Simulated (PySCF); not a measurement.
# CH5B− (SMILES [BH2-]C): levels of theory compared

Wanted: a comparison of 6 runs (U-wB97X-V/STO-3G, UB3LYP/STO-3G, UM06-2X/STO-3G, UPBE/STO-3G, UPBE0/STO-3G, UCCSD(T)/STO-3G) of CH5B−. The job is set up through a Python script.

The calculation is run with PySCF 2.14.0.

2 further runs of the same task are left out: 2 set aside as unsound or not needed.

## 1. The system as given

CH5B− has 7 atoms, charge -1, and is taken as a doublet. SMILES: `[BH2-]C`. Geometry: relaxed at GFN2-xTB.

Bond lengths: B1–C2 1.642 Å, B1–H3 1.245 Å, B1–H4 1.245 Å, C2–H5 1.102 Å, C2–H6 1.114 Å, C2–H7 1.102 Å. Angles: B1–C2–H5 112.7°, B1–C2–H6 114.9°, B1–C2–H7 112.6°, C2–B1–H3 113.3°, C2–B1–H4 113.3°, H5–C2–H6 104.9°, H5–C2–H7 105.8°, H6–C2–H7 104.9°, H3–B1–H4 112.0°.

## 2. The energy at U-wB97X-V/STO-3G (run 1)

input.py

```python
# [BH2-]C
from pyscf import gto, dft

mol = gto.Mole()
mol.atom = [
    ('B', (-0.367620, -0.876680, 0.296410)),
    ('C', (0.129860, 0.657930, -0.010930)),
    ('H', (0.566410, -1.652080, 0.572900)),
    ('H', (-1.111250, -1.340120, -0.587590)),
    ('H', (0.713810, 1.090030, 0.817870)),
    ('H', (0.779370, 0.770230, -0.909000)),
    ('H', (-0.710590, 1.350700, -0.179660)),
]
mol.verbose = 3
mol.basis = 'sto-3g'
mol.charge = -1
mol.max_memory = 1860
mol.spin = 1
mol.build()

myscf = dft.UKS(mol, xc='wb97x-v')
myscf.grids.level = 5
myscf.conv_tol = 1e-10
myscf.nlcgrids.level = 1
myscf.kernel()
if not myscf.converged:
    myscf = myscf.newton().run(myscf.mo_coeff, myscf.mo_occ)

e_final = myscf.e_tot
print(f'total energy: {e_final:.8f} hartree')
```

Run with:

```bash
$ OMP_NUM_THREADS=1 python input.py
```

Output:

```text
converged SCF energy = -64.9576668179221  <S^2> = 0.75207061  2S+1 = 2.0020695
total energy: -64.95766682 hartree
```

It took 26 s on 1 thread of Arm Neoverse V1, shared host; peak memory 0.2 GiB.

## 3. The energy at UB3LYP/STO-3G (run 2)

run.py

```python
from pyscf import gto, dft

system = gto.M(
    atom='''
B       -0.367620      -0.876680       0.296410
C        0.129860       0.657930      -0.010930
H        0.566410      -1.652080       0.572900
H       -1.111250      -1.340120      -0.587590
H        0.713810       1.090030       0.817870
H        0.779370       0.770230      -0.909000
H       -0.710590       1.350700      -0.179660
''',
    spin=1,
    verbose=3,
    basis='sto-3g',
    charge=-1,
    max_memory=1860,
)

mf = dft.UKS(system)
mf.xc = 'b3lyp'
mf.conv_tol = 1e-10
mf.grids.level = 5
mf.kernel()
if not mf.converged:
    mf = mf.newton().run(mf.mo_coeff, mf.mo_occ)

energy = mf.e_tot
print('E = %.10f Eh' % energy)
```

Run with:

```bash
$ OMP_NUM_THREADS=1 python run.py
```

Output:

```text
WARN: HOMO -0.0404355142587296 >= LUMO -0.0404355142587302

converged SCF energy = -64.9877326630637  <S^2> = 0.75219329  2S+1 = 2.0021921
E = -64.9877326631 Eh
```

It took 4.5 s on 1 thread of Arm Neoverse V1, shared host; peak memory 0.2 GiB.

Runs 3 to 4 aren't shown in full; the table further down has their settings and results.

## 4. A single-point energy at UPBE0/STO-3G (run 5)

job.py

```python
from pyscf import gto, dft

mol = gto.M(
    atom='''
B     -0.694701    -1.656685     0.560134
C      0.245400     1.243308    -0.020655
H      1.070360    -3.121979     1.082624
H     -2.099958    -2.532460    -1.110384
H      1.348905     2.059858     1.545550
H      1.472796     1.455524    -1.717761
H     -1.342820     2.552453    -0.339508
''',
    max_memory=1860,
    verbose=3,
    charge=-1,
    basis='sto-3g',
    spin=1,
    unit='bohr',
)

myscf = dft.UKS(mol, xc='pbe0')
myscf.conv_tol = 1e-10
myscf.grids.level = 5
myscf.kernel()
if not myscf.converged:
    myscf = myscf.newton().run(myscf.mo_coeff, myscf.mo_occ)

e_final = myscf.e_tot
print(f'total energy: {e_final:.8f} hartree')
```

Run with:

```bash
$ OMP_NUM_THREADS=1 python job.py
```

Output:

```text
WARN: HOMO -0.0333054731361119 >= LUMO -0.033305473136112

converged SCF energy = -64.8895124225975  <S^2> = 0.75290824  2S+1 = 2.0029061
total energy: -64.88951242 hartree
```

Wall time 3.9 s (1 thread of Arm Neoverse V1, shared host); peak memory 0.19 GiB.

## 5. A single-point energy at UCCSD(T)/STO-3G (run 6)

input.py

```python
from pyscf import gto, scf, cc

system = gto.Mole()
system.atom = '''
B     -0.694701    -1.656685     0.560134
C      0.245400     1.243308    -0.020655
H      1.070360    -3.121979     1.082624
H     -2.099958    -2.532460    -1.110384
H      1.348905     2.059858     1.545550
H      1.472796     1.455524    -1.717761
H     -1.342820     2.552453    -0.339508
'''
system.unit = 'bohr'
system.spin = 1
system.max_memory = 1860
system.charge = -1
system.basis = 'sto-3g'
system.verbose = 4
system.build()

hf = scf.UHF(system)
hf.conv_tol = 1e-10
hf.kernel()
if not hf.converged:
    hf = hf.newton().run(hf.mo_coeff, hf.mo_occ)

mycc = cc.CCSD(hf, frozen=2)
mycc.kernel()
e_t = mycc.ccsd_t()
e_tot = mycc.e_tot + e_t
print('Final energy', e_tot)
```

Run with:

```bash
$ OMP_NUM_THREADS=1 python input.py
```

Output:

```text
PySCF version 2.14.0

[... 87 lines left out ...]
converged SCF energy = -64.4637321398956  <S^2> = 0.75776526  2S+1 = 2.0077502
[... 12 lines left out ...]
Init t2, MP2 energy = -0.0835934281966955
[... 12 lines left out ...]
UCCSD converged
[... 2 lines left out ...]
Final energy -64.58169269895541
```

It took 0.83 s on 1 thread of Arm Neoverse V1, shared host; peak memory 0.1 GiB.

## 6. All runs side by side

```
run             level  nlc grid  integration grid  energy (Eh)  HOMO energy (eV)  LUMO energy (eV)   ⟨S²⟩  wall time
  1  U-wB97X-V/STO-3G         1                 5   -64.957667              4.93             15.52  0.752       26 s
  2     UB3LYP/STO-3G         –                 5   -64.987733              7.56             12.96  0.752      4.5 s
  3    UM06-2X/STO-3G         –                 5   -64.963070              6.17             15.02  0.753      6.6 s
  4       UPBE/STO-3G         –                 5   -64.862153              8.86             12.22  0.752      3.9 s
  5      UPBE0/STO-3G         –                 5   -64.889512              7.29             13.64  0.753      3.9 s
  6   UCCSD(T)/STO-3G         –                 –   -64.581693              3.10             19.25  0.758     0.83 s
```

## 7. Outcome

```
                                                         quantity         value
                                              run 6: total energy  -64.58169 Eh
run 6: HOMO energy (Hartree–Fock orbitals) (highest over α and β)       3.10 eV
 run 6: LUMO energy (Hartree–Fock orbitals) (lowest over α and β)      19.25 eV
               run 6: correlation energy (2 core orbitals frozen)    -118.0 mEh
                                            run 6: (T) correction     -0.57 mEh
                         run 6: ⟨S²⟩ of the reference determinant         0.758
                                             run 6: T1 diagnostic         0.005
```

What this shows: Totals of different functionals can't be ranked against each other. In runs 1, 2, 3, 4, 5, 6 the HOMO lies above zero, so the outermost electron may be held by the basis alone. In runs 1, 2, 3, 4, 5, 6 the basis is minimal, so the values are rough. All runs together took 45 s, the longest 26 s.
